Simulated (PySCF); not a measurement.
Gas-phase reaction: SiH₃ + SiHCl₂ ⇌ SiCl₂ + SiH₄

Energies from PySCF, thermal terms from the rigid-rotor harmonic-oscillator model, ideal gas at 1 bar. † marks an energy on the PBE0/def2-TZVP geometry and frequencies; other levels use their own. MP2 freezes the core. Open shells (unrestricted): SiH₃ (multiplicity 2), SiHCl₂ (multiplicity 2); the rest are closed-shell singlets. SiHCl₂: computed as isolated molecules; such fragments, hydroxides, amides, oligomers or adducts are transient or little studied in the gas. MP2 isn't extrapolated to the basis-set limit.

M06-2X/def2-TZVP† gives ΔH°(298 K) = -172 kJ.

Task: What do r2SCAN/def2-TZVP†, MP2/def2-SVP†, PBE0/def2-TZVP give?

Result: r2SCAN/def2-TZVP†: -142 kJ; MP2/def2-SVP†: -163 kJ; PBE0/def2-TZVP: -157 kJ. For scale, ΔH°(298 K) is -172 kJ at this level, -199 kJ at ωB97M-V/def2-TZVP†, and runs from -208 to -103 kJ over the 20 levels computed.
